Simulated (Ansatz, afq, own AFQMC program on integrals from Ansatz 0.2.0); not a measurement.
AFQMC on a folder of integrals that Ansatz 0.2.0 wrote.

```yaml
crystal:
  periodic: [false, false, false]
  atoms:
    - {symbol: N, position_ang: [-1.141189, -0.015822, -0.024626]}
    - {symbol: H, position_ang: [-1.438468, 0.952012, -0.024625]}
    - {symbol: H, position_ang: [-1.438468, -0.418121, 0.855634]}
    - {symbol: H, position_ang: [-0.128728, -0.015821, -0.024626]}
    - {symbol: F, position_ang: [1.000811, -0.015821, -0.024626]}
basis:
  gaussian: {orbitals: cc-pVTZ}
magnetization: {spin_polarized: true, initial_magnetization: 1}
correlation: {method: ccsd_t, electrons: outside_noble_gas, hamiltonian_folder: ham}
```

```sh
$ ansatz run in.yaml --threads 1 --pin off --events-out ev --progress --plain --max-ram 16896MiB --backend cuda --devices 0, --max-vram 18GiB
```

afq runs on the folder ham with

```
--method phaseless --trial cisd --walkers 900 --populations 20 --least-time 60 --time-step 0.005 --steps-per-block 50 --equilibration-blocks 28 --max-blocks 4000 --target-error 0.00023 --factor-cut 1e-05 --start spin_pure --seed 2896 --release-times 0.24,0.51,0.99,1.5 --release-step 0.03 --release-every 4 --taylor-order 6
```

Times are imaginary, in 1/Eh. The walk had a cap of 241 s. With eight or more populations the least sampling time is a fifth of least-time, and the error comes from their spread.

Log:

```
orbitals 100  electrons 8 7  factors 596 of 597
reference energy -155.57501570 Eh
CCSD correlation -0.49672418 Eh in 19 cycles, weight of the determinant in the CISD state 0.8043
energy of the start -156.071246 Eh
 block  time / (1/Eh)  mean weight  energy / Eh
     1     0.250  0.9999  -156.070250
     2     0.500  1.0003  -156.076637
     3     0.750  1.0009  -156.081843
     4     1.000  0.9995  -156.085245
     5     1.250  0.9992  -156.086429
    10     2.500  1.0001  -156.092041
    29     7.250  1.0011  -156.087633
    49    12.250  0.9995  -156.091083
    69    17.250  1.0016  -156.090857
    73    18.250  0.9999  -156.082592
    89    22.250  0.9978  -156.087310
    97    24.250  0.9992  -156.094460
   109    27.250  0.9987  -156.091879
   129    32.250  1.0011  -156.086197
   149    37.250  0.9994  -156.088763
   169    42.250  1.0000  -156.089634
   185    46.250  1.0010  -156.084903
error from the spread of 20 populations
released: time / (1/Eh)  energy / Eh  error  mean overlap
  0.24  -156.088135  0.000474  0.9966
  0.51  -156.088193  0.000736  0.9952
  0.99  -156.088737  0.000574  0.9828
  1.50  -156.087977  0.001174  0.9762
energy -156.087856 +/- 0.000312 Eh
(rows thinned)
```

The run passed its tests (sampling time, drift between the halves within three errors, error under three times the target), which doesn't prove that it has relaxed, ending at its cap on processor time.

Against this walk (error 8.5 meV) on the same determinant: CCSD(T) 9.6 meV higher (within the noise). The error is statistical and leaves out the bias of the constraint. None of these is a sure reference here. Released to 0.99 1/Eh the energy moves by -24 ± 18 meV (both errors), within twice the noise.

Cautions: constraint bias not in the error; error above the target (8.5 against 6.3 meV); higher spins were not checked; strong correlation (T1 0.061, weight of the determinant 0.80, largest double 0.05); the bias of populations of 45 walkers isn't removed.

The walk took 4 min on 1 × NVIDIA H100 80GB HBM3 with 2 threads of AMD EPYC 7R13 Processor (Zen 3), on a shared host (the card was shared). The log's last line is the phaseless energy.

A walk keeps the symmetry of its determinant, which the program's search chose and which needn't be the lowest solution, so a lower state of the same spin and another symmetry isn't excluded.
